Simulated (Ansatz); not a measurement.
**FH3NSi with multiplicity 2: two geometries relaxed**

Are the two ends of the rotation by 120° about the N1–Si2 bond separate minima, and which lies lower? Each is relaxed from a guess. SMILES of the start: [NH][SiH2]F.

All numbers below are computed with Ansatz 0.2.0 (UKS r2SCAN-D4/6-31G).

## 1. The system as given

Bond lengths: N1–Si2 1.698 Å, Si2–F3 1.587 Å, N1–H4 0.989 Å, Si2–H5 1.499 Å, Si2–H6 1.497 Å. Angles: N1–Si2–F3 105.9°, N1–Si2–H5 108.9°, N1–Si2–H6 111.0°, F3–Si2–H5 109.5°, F3–Si2–H6 110.8°, H5–Si2–H6 110.5°, Si2–N1–H4 107.1°.

Coordinates:

```xyz
6

N    -1.2870    0.0948   -0.3338
Si    0.3251    0.1550    0.1967
F     0.6172   -1.2558    0.8627
H    -1.3580   -0.6626   -0.9654
H     1.2203    0.3426   -0.9914
H     0.5245    1.2620    1.1849
```

## 2. End point A

Input file input.yaml:

```yaml
crystal:
  periodic: [false, false, false]
  atoms:
    - { symbol: "N", position_ang: [-1.287, 0.0948, -0.3338] }
    - { symbol: Si, position_ang: [0.3251, 0.155, 0.1967] }
    - { symbol: F, position_ang: [0.6172, -1.2558, 0.8627] }
    - { symbol: H, position_ang: [-1.358, -0.6626, -0.9654] }
    - { symbol: H, position_ang: [1.2203, 0.3426, -0.9914] }
    - { symbol: H, position_ang: [0.5245, 1.262, 1.1849] }
magnetization:
  spin_polarized: true
  initial_magnetization: 1
basis:
  gaussian: { orbitals: "6-31G" }
hamiltonian:
  xc: r2scan
  dispersion: d4
relax:
  f_tol: 0.015
  max_steps: 40
```

Run with:

```
> ansatz run input.yaml --threads 1 --pin off --max-ram 2048MiB --backend cpu --events-out ev --progress --plain --runs-dir out
```

The program printed, cut to the lines that bear on the results:

```text
Warning: RAYON_NUM_THREADS=1 ignored (pool sized by the plan → 1); use --threads N
[...]
Functional definition: r2SCAN
[...]
488 factors; integrals over basis functions are off by at most 1.7e-4 eV
[...]
mean field -12126.84493198 eV, -445.6533313795 hartree, gradient 2.6e-5 eV, S^2 0.753278; 2 other end points of the search recorded, 0 dependent functions left out
[...]
reference -12126.84494209 eV, -445.6533317511 hartree; 17, 16 occupied and 20, 21 virtual orbitals, 488 factors
relax step   1: F+E_penalty+E_count = -12126.86321391 eV  Δ(F+E_penalty+E_count) = +0.000e0 eV  max|allowed force component| = 4.141e0 eV/Å  Δτ_max = 0.0000 Å  (38 SCF iters, accepted)
[...]
relax step   7: F+E_penalty+E_count = -12127.60477893 eV  Δ(F+E_penalty+E_count) = +1.434e-3 eV  max|allowed force component| = 2.923e-1 eV/Å  Δτ_max = 0.0245 Å  (33 SCF iters, rejected (line search))
[...]
relax step   8: F+E_penalty+E_count = -12127.60673770 eV  Δ(F+E_penalty+E_count) = -5.247e-4 eV  max|allowed force component| = 1.488e-2 eV/Å  Δτ_max = 0.0119 Å  (31 SCF iters, accepted)
488 factors; integrals over basis functions are off by at most 1.7e-4 eV
[...]
mean field -12127.58868399 eV, -445.6806637618 hartree, gradient 2.6e-5 eV, S^2 0.755280; 3 other end points of the search recorded, 0 dependent functions left out
[...]
reference -12127.58869441 eV, -445.6806641448 hartree; 17, 16 occupied and 20, 21 virtual orbitals, 488 factors
Total energy: -12127.60674813 eV, -445.6813276066 hartree
Atom 0 at    -1.178992     0.154323    -0.673077 Å, force    -0.003529    -0.014883     0.002620 eV/Å
Atom 1 at     0.412254     0.139097     0.148573 Å, force    -0.000877    -0.000235    -0.006022 eV/Å
Atom 2 at     0.851576    -1.324915     0.903709 Å, force    -0.000958     0.000340    -0.000516 eV/Å
Atom 3 at    -1.807876    -0.659261    -0.713196 Å, force     0.006987     0.014126     0.002295 eV/Å
Atom 4 at     1.423772     0.428838    -0.917115 Å, force     0.000961     0.000822     0.001859 eV/Å
Atom 5 at     0.341366     1.197919     1.204805 Å, force    -0.002583    -0.000171    -0.000237 eV/Å
Dipole moment:    -0.076519     0.052427    -0.061650 e Å
```

Run time: 24 s. Hardware: 1 thread of Arm Neoverse V2, shared host; peak memory 0.16 GiB.

The steps of the relaxation:

| step | energy from step 1 (eV) | largest force component (eV/Å) |
| --- | --- | --- |
| 1 | 0.0000 | 4.1414 |
| 2 | -0.4925 | 1.9522 |
| 3 | -0.5900 | 2.2082 |
| 4 | -0.7008 | 0.5191 |
| 5 | -0.7358 | 0.1983 |
| 6 | -0.7430 | 0.0701 |
| 7x | -0.7416 | 0.2923 |
| 8 | -0.7435 | 0.0149 |

Step 1 is the start. 1 step was tried and not accepted (marked x).

After: Bond lengths: N1–Si2 1.791 Å, Si2–F3 1.705 Å, N1–H4 1.029 Å, Si2–H5 1.498 Å, Si2–H6 1.497 Å. Angles: N1–Si2–F3 116.1°, N1–Si2–H5 105.8°, N1–Si2–H6 106.0°, F3–Si2–H5 107.9°, F3–Si2–H6 107.9°, H5–Si2–H6 113.4°, Si2–N1–H4 123.7°.

## 3. End point B

The second end starts from a geometry with the move made by hand.

Input file input.yaml:

```yaml
crystal:
  periodic: [false, false, false]
  atoms:
    - { symbol: "N", position_ang: [-1.287, 0.0948, -0.3338] }
    - { symbol: Si, position_ang: [0.3251, 0.155, 0.1967] }
    - { symbol: F, position_ang: [1.20105, 0.41504, -1.10112] }
    - { symbol: H, position_ang: [-1.358, -0.6626, -0.9654] }
    - { symbol: H, position_ang: [0.48132, 1.30594, 1.1449] }
    - { symbol: H, position_ang: [0.72124, -1.1284, 0.85829] }
magnetization:
  spin_polarized: true
  initial_magnetization: 1
basis:
  gaussian: { orbitals: "6-31G" }
hamiltonian:
  xc: r2scan
  dispersion: d4
relax:
  f_tol: 0.015
  max_steps: 40
output:
  orbitals: {}
```

Run with:

```
> ansatz run input.yaml --threads 1 --pin off --max-ram 2048MiB --backend cpu --events-out ev --progress --plain --runs-dir out
```

The program printed, cut to the lines that bear on the results:

```text
Warning: RAYON_NUM_THREADS=1 ignored (pool sized by the plan → 1); use --threads N
[...]
Functional definition: r2SCAN
[...]
488 factors; integrals over basis functions are off by at most 1.7e-4 eV
[...]
mean field -12126.82714199 eV, -445.6526776095 hartree, gradient 2.3e-5 eV, S^2 0.753150; 2 other end points of the search recorded, 0 dependent functions left out
[...]
reference -12126.82715210 eV, -445.6526779810 hartree; 17, 16 occupied and 20, 21 virtual orbitals, 488 factors
relax step   1: F+E_penalty+E_count = -12126.84542100 eV  Δ(F+E_penalty+E_count) = +0.000e0 eV  max|allowed force component| = 4.736e0 eV/Å  Δτ_max = 0.0000 Å  (38 SCF iters, accepted)
[...]
relax step   7: F+E_penalty+E_count = -12127.60666431 eV  Δ(F+E_penalty+E_count) = -3.991e-3 eV  max|allowed force component| = 1.657e-2 eV/Å  Δτ_max = 0.0181 Å  (29 SCF iters, accepted)
[...]
488 factors; integrals over basis functions are off by at most 1.7e-4 eV
mean field -12127.58870776 eV, -445.6806646352 hartree, gradient 2.1e-5 eV, S^2 0.755281; 3 other end points of the search recorded, 0 dependent functions left out
[...]
reference -12127.58871818 eV, -445.6806650182 hartree; 17, 16 occupied and 20, 21 virtual orbitals, 488 factors
Total energy: -12127.60677222 eV, -445.6813284921 hartree
Atom 0 at    -1.315693    -0.256025    -0.190175 Å, force     0.000119    -0.000657     0.000758 eV/Å
Atom 1 at     0.388498     0.106394     0.221542 Å, force     0.001739    -0.000151    -0.001449 eV/Å
Atom 2 at     1.439828     0.362700    -1.095934 Å, force    -0.001574     0.000213     0.001060 eV/Å
Atom 3 at    -1.671330    -0.314311    -1.153514 Å, force    -0.001375     0.000118    -0.002136 eV/Å
Atom 4 at     0.354851     1.363409     1.034534 Å, force     0.001120    -0.000435     0.000561 eV/Å
Atom 5 at     0.887556    -1.082388     0.983118 Å, force    -0.000028     0.000912     0.001206 eV/Å
Dipole moment:    -0.105179    -0.023813     0.031471 e Å
```

Run time: 24 s. Hardware: 1 thread of Arm Neoverse V2, shared host; peak memory 0.16 GiB.

Step by step:

| step | energy from step 1 (eV) | largest force component (eV/Å) |
| --- | --- | --- |
| 1 | 0.0000 | 4.7359 |
| 2 | -0.5085 | 2.0502 |
| 3 | -0.5966 | 2.2613 |
| 4 | -0.7261 | 0.4369 |
| 5 | -0.7489 | 0.2533 |
| 6 | -0.7573 | 0.2033 |
| 7 | -0.7612 | 0.0166 |
| 8 | -0.7613 | 0.0021 |

Step 1 is the start.

After: Bond lengths: N1–Si2 1.790 Å, Si2–F3 1.705 Å, N1–H4 1.029 Å, Si2–H5 1.497 Å, Si2–H6 1.497 Å. Angles: N1–Si2–F3 116.1°, N1–Si2–H5 105.9°, N1–Si2–H6 105.9°, F3–Si2–H5 107.9°, F3–Si2–H6 107.9°, H5–Si2–H6 113.4°, Si2–N1–H4 123.8°.

## 4. Summary of results

| quantity | value |
| --- | --- |
| end A | 6 moves, 0.744 eV lower |
| end B | 7 moves, 0.761 eV lower |
| largest difference between the ends | 0.01 Å |
| end B relative to end A | -0.000 eV |

What this shows: The two relaxations end at one structure, within 0.01 Å: no second minimum was found from this start, which doesn't rule one out. The basis is very small, so the numbers are rough.
